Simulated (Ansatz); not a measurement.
[Cl···H···CH2], triplet along the distance Cl1-H2

Starting geometry:

```xyz
5

Cl   -0.8719    0.0000    0.0000
H     0.4069    0.0000    0.0000
C     2.1151    0.0000    0.0000
H     2.5295    0.0000    0.9962
H     2.5295    0.0000   -0.9962
```

From there H2 is moved from one fragment to the other while all else, the fragments' distance too, stays fixed, so the hump isn't the reaction's barrier; atoms are numbered as listed. Energies are in eV, counted from the starting geometry at the same level. Kohn–Sham curves are unrestricted where that lies lower.

Basis cc-pVDZ; Ansatz 0.2.0. Only valence electrons are correlated (noble-gas cores frozen). Prefix R: restricted or restricted open-shell reference; prefix U: unrestricted.

Full CI isn't at hand for all of this; UCCSDT(Q) serves as the reference, and is uncertain by about the last step of the cluster series.

```json
{"distance Cl1-H2 (Å)": "1.189", "B3LYP": "0.302"}
{"distance Cl1-H2 (Å)": "1.279", "B3LYP": "0.000"}
{"distance Cl1-H2 (Å)": "1.367", "B3LYP": "-0.088"}
{"distance Cl1-H2 (Å)": "1.455", "B3LYP": "-0.101"}
{"distance Cl1-H2 (Å)": "1.544", "B3LYP": "-0.127"}
{"distance Cl1-H2 (Å)": "1.632", "B3LYP": "-0.205"}
{"distance Cl1-H2 (Å)": "1.720", "B3LYP": "-0.325"}
{"distance Cl1-H2 (Å)": "1.809", "B3LYP": "-0.430"}
{"distance Cl1-H2 (Å)": "1.897", "B3LYP": "-0.427"}
```

**Question.** Estimate the UCCSDT(Q) curve in cc-pVDZ from this one, knowing how B3LYP errs.

**Answer.** The computed UCCSDT(Q) values, in eV from the starting point, and the error of B3LYP against them:
```
distance Cl1-H2 (Å)  UCCSDT(Q)  B3LYP less UCCSDT(Q)
              1.189      0.241                 0.061
              1.279      0.000                 0.000
              1.367     -0.013                -0.075
              1.455      0.051                -0.152
              1.544      0.089                -0.216
              1.632      0.039                -0.244
              1.720     -0.094                -0.231
              1.809     -0.242                -0.189
              1.897     -0.287                -0.139
```

The error spans 0.305 eV and is largest, -0.244 eV, at 1.632 Å.

In so small a basis the reference is far from its limit while semilocal and hybrid functionals are nearer theirs, so the functionals' errors here hold much of the reference's basis and frozen-core error, which can add to them or hide them.
